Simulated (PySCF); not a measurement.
C4H5F2 (charge +1).
Cartesian coordinates in Å at the PBE0-D3(BJ)/def2-SVP level; atoms count from 1:
```xyz
11
C4H5F2 angstrom
C     -1.6104    0.3721    0.7342
C     -0.2321   -0.0778    0.6154
C      0.5409    0.0447   -0.5177
C      1.8509   -0.4181   -0.5266
F      2.5965   -0.3201   -1.5385
F      2.4124   -0.9710    0.4644
H     -2.2381   -0.4819    1.0571
H     -2.0188    0.8279   -0.1751
H     -1.6814    1.0766    1.5867
H      0.2182   -0.5475    1.5014
H      0.1727    0.5007   -1.4404
```

The closed-shell ground state was solved at several levels (PySCF, density fitting, gas phase, non-relativistic).

| level | basis functions | HOMO (eV) | LUMO (eV) | gap (eV) |
| --- | --- | --- | --- | --- |
| B3LYP/def2-SVPD | 166 | -14.46 | -9.25 | 5.21 |
| PBE0/pcSseg-1 | 127 | -14.67 | -9.03 | 5.64 |
| PBE0/pcSseg-2 | 286 | -14.60 | -8.94 | 5.66 |

Task: What might B3LYP/pcJ-1 (212 basis functions) give for the same quantities?

Result: HOMO -14.46 eV, LUMO -9.23 eV, gap 5.23 eV.

Task: Over all these levels, which gives the widest orbital gap and which the narrowest?

Result: PBE0/pcSseg-2 (global hybrid, 25 % exact exchange) has the widest, 5.66 eV, and B3LYP/def2-SVPD (global hybrid, 20 % exact exchange) the narrowest, 5.21 eV. Functional and basis both differ between the two, so the spread mixes both effects.

One conformer stands for the species.
